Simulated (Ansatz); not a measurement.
**Worked example: correlation energy of H₂B–P, triplet**

Geometry: that of the H2B–P, singlet, kept fixed. The singlet lies 0.4 eV lower here.

```tsv
atom	x (Å)	y (Å)	z (Å)
B	0.0000	0.0000	1.1993
P	0.0000	0.0000	-0.5361
H	0.0000	1.0399	1.8053
H	0.0000	-1.0399	1.8053
```

Basis 6-31G; Ansatz 0.2.0. Only valence electrons are correlated (noble-gas cores frozen), which leaves 10 electrons in 20 orbitals. Prefix R: restricted or restricted open-shell reference; prefix U: unrestricted.

Full CI is exact within this basis and frozen core; it isn't the basis-set limit. The frozen core follows each run's orbitals, which can shift R against U totals by a few meV.

Runs differ by some tens of microhartree through their thresholds and, for an open shell, their frozen cores, so steps under 0.1 kcal/mol mean nothing.

```tsv
level	total energy (hartree)
UHF	-366.468543
UMP2	-366.546457
UCCSD	-366.568409
UCCSD(T)	-366.570439
UCCSDT	-366.571011
UCCSDT(Q)	-366.571051
UCCSDTQ	-366.571055
full CI	-366.571054
```

**Question.** What is the correlation energy at full CI, and what share of it do UMP2 and UCCSD recover?

**Answer.** E(corr) = -366.571054 − (-366.468543) = -0.102511 hartree = -2.789 eV. UMP2: -0.077914 / -0.102511 = 76.01 %. UCCSD: -0.099866 / -0.102511 = 97.42 %.

**Question.** By how many kcal/mol does UCCSD(T) miss full CI (1 hartree = 627.509 kcal/mol), and which steps make up the rest?

**Answer.** -366.570439 − (-366.571054) = 0.000615 hartree = 0.39 kcal/mol. Steps: UCCSDT − UCCSD(T) = -0.36, UCCSDT(Q) − UCCSDT = -0.03, UCCSDTQ − UCCSDT(Q) = 0.00, full CI − UCCSDTQ = 0.00 kcal/mol. That is within 1 kcal/mol of the reference in this basis, which itself misses far more of the correlation at the basis-set limit.
